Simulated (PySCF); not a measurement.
# Reproducing measurements on CS

**Experimental background.**

NIST CCCBDB Release 22 (SRD 101), experimental dipoles lists, for the gas: dipole moment (microwave Stark effect, vibrational ground state) 1.958 ± 0.005 D.

From Liu, Meijer, Perez-Rios, Phys. Chem. Chem. Phys. 22 (2020) 24191, for the gas: dipole moment 1.958 D.

The runs below try to reproduce these values; the comparison stands at the end.

Compound: CS.
SMILES with atom numbers: `[C-:1]#[S+:2]`

Structure used (BHandHLYP/6-31+G*), in Å, numbered top down from 1:
```
atom  x, y, z in Å
C1     0.7623   -0.0026   -0.0020
S2    -0.7635    0.0055   -0.0118
```

The PySCF runs (gas phase, on this BHandHLYP/6-31+G* geometry; no spin–orbit coupling):

```tsv
level	job	basis functions	wall time
BHandHLYP/6-31+G*, grid level 1	geometry optimisation from a GFN2-xTB start	40	1.1 s
```

Hardware: an Arm Neoverse V1 with one thread, on a shared host.

All basis functions are spherical.

Results beside the measurements:

**Dipole moment.** Measured: 1.958 D (NIST CCCBDB Release 22 (SRD 101), experimental dipoles) and 1.958 D (Liu, Meijer, Perez-Rios, Phys. Chem. Chem. Phys. 22 (2020) 24191). Differences are taken against the first.

```json
{"level": "BHandHLYP/6-31+G*", "computed (D)": "1.709", "computed − measured (D)": "-0.249", "% (from the printed values)": "-13"}
```

The computed dipoles belong to one fixed geometry; measured ones are averaged over vibrations unless marked μe. Magnitudes are compared, not signs.

The geometry is computed, not the measured one. Where a level misses, the cause wasn't examined.
